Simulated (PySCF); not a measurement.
**Working with the constants of LiSi**

UHF-CCSD(T) constants of LiSi, ⁴Σ⁻ (quartet), unpaired electrons σ ↑, π ↑↑ (Li STO-3G, Si STO-3G; no relativity (PySCF 2.14); masses 7.0160 and 27.9769 u):

* ωe: 700.6 cm⁻¹
* ωexe: 3.22 cm⁻¹
* Be: 0.67662 cm⁻¹
* αe: 0.00459 cm⁻¹
* D (centrifugal): 2.52e-06 cm⁻¹
* De to Li + Si: 2.96 eV

(1) Give the vibrational terms G(v) and spacings up to v = 6.

(2) How well does the Morse estimate ωe²/(4ωexe) reproduce De, and what is D0?

Correlated steps freeze 5 core orbitals. STO-3G is very small, so such numbers show the basis as much as the molecule. The state was picked by a PBE0 search and need not be the measured ground state.

## Answers

(1) G(v) = ωe(v+½) − ωexe(v+½)².

| v | G(v) (cm⁻¹) | G(v) − G(v−1) | Bv (cm⁻¹) |
| --- | --- | --- | --- |
| 0 | 349.5 |  | 0.6743 |
| 1 | 1043.7 | 694.2 | 0.6697 |
| 2 | 1731.4 | 687.7 | 0.6651 |
| 3 | 2412.7 | 681.3 | 0.6606 |
| 4 | 3087.5 | 674.8 | 0.6560 |
| 5 | 3755.9 | 668.4 | 0.6514 |
| 6 | 4417.9 | 662.0 | 0.6468 |

(2) It gives 4.72 eV, 160 % of the computed De. D0 = De − G(0) = 2.96 − 0.04 = 2.92 eV.
